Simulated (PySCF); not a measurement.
Molecule: SMILES C/C=C/F, C3H5F.

Geometry:
| atom | x (Å) | y (Å) | z (Å) |
| --- | --- | --- | --- |
| C1 | -1.071 | -0.094 | 0.445 |
| C2 | 0.239 | 0.479 | 0.017 |
| C3 | 1.195 | -0.224 | -0.581 |
| F4 | 2.357 | 0.313 | -0.949 |
| H5 | -1.149 | -1.164 | 0.199 |
| H6 | -1.220 | 0.014 | 1.532 |
| H7 | -1.913 | 0.425 | -0.043 |
| H8 | 0.435 | 1.540 | 0.204 |
| H9 | 1.127 | -1.290 | -0.825 |

Spin–spin couplings on one PBE0-D3(BJ)/def2-SVP geometry, PySCF, gas phase, non-relativistic, equivalent pairs averaged; isotopes ¹³C, ¹⁹F, ¹H; basis pcJ-1.

Problem. How do the couplings (Hz) change with the functional? Times are CPU seconds on shared hosts with different chips, so compare them loosely.

Solution. 
```
functional  functions  ¹J(C3,F4)  ¹J(C3,H9)  ¹J(C2,H8)  ¹J(C1,H5)  ¹J(C2,C3)  ¹J(C1,C2)  ²J(F4,H9)  core-s
       LDA        158     -344.9      156.8      123.8      101.6       74.7       33.3       70.3       7
       PBE        158     -359.2      183.3      146.9      122.3       88.6       43.6       80.9      12
       KT2        158     -364.7      197.6      156.2      128.7       75.5       34.2       85.9      12
     B3LYP        158     -335.3      200.9      160.7      134.2       98.2       50.9       90.1     9.8
      PBE0        158     -332.6      190.7      152.6      126.6       96.3       48.9       86.3      14
     B97-2        158     -318.2      183.3      146.1      121.0       93.5       48.4       78.9      14
 BHandHLYP        158     -306.3      217.6      174.4      144.8      114.9       60.8      102.1      16
 CAM-B3LYP        158     -322.1      198.9      158.5      131.6       97.9       50.7       89.7      19
``` Left out for a near triplet instability: HF/pcJ-1.
